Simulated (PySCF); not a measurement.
Compound: C5H6O.
Structure used (GFN2-xTB), in Å, numbered top down from 1:
```
atom  x, y, z in Å
C1    -1.8103    0.7458    1.4483
C2    -0.7612   -0.0040    1.1145
C3    -0.0590    0.1359   -0.1331
C4     1.0004   -0.6094   -0.4887
C5     1.6840   -0.4377   -1.7599
O6     2.6381   -1.0787   -2.1279
H7    -2.1912    1.5077    0.7878
H8    -2.3217    0.6249    2.3873
H9    -0.3941   -0.7638    1.7915
H10   -0.4258    0.8965   -0.8124
H11    1.3908   -1.3763    0.1667
H12    1.2512    0.3585   -2.4002
```

The closed-shell ground state was solved at several levels (PySCF, density fitting, gas phase, non-relativistic).

| level | basis functions | HOMO (eV) | LUMO (eV) | gap (eV) | dipole (D) |
| --- | --- | --- | --- | --- | --- |
| CAM-B3LYP/def2-SVPD | 171 | -8.70 | -1.28 | 7.42 | 4.35 |
| PBE0/pcSseg-1 | 132 | -7.42 | -2.30 | 5.12 | 4.14 |

What might B3LYP/pcJ-1 (222 basis functions) give for the same quantities?

HOMO -7.15 eV, LUMO -2.46 eV, gap 4.69 eV, dipole 4.16 D.

Over all these levels, which gives the widest orbital gap and which the narrowest?

CAM-B3LYP/def2-SVPD (range-separated hybrid) has the widest, 7.42 eV, and B3LYP/pcJ-1 (global hybrid, 20 % exact exchange) the narrowest, 4.69 eV. Functional and basis both differ between the two, so the spread mixes both effects.

How far do the dipole and the HOMO energy spread over the levels?

The dipole runs from 4.14 to 4.35 D (mean 4.21 D) and the HOMO from -8.70 to -7.15 eV.

One conformer stands for the species.
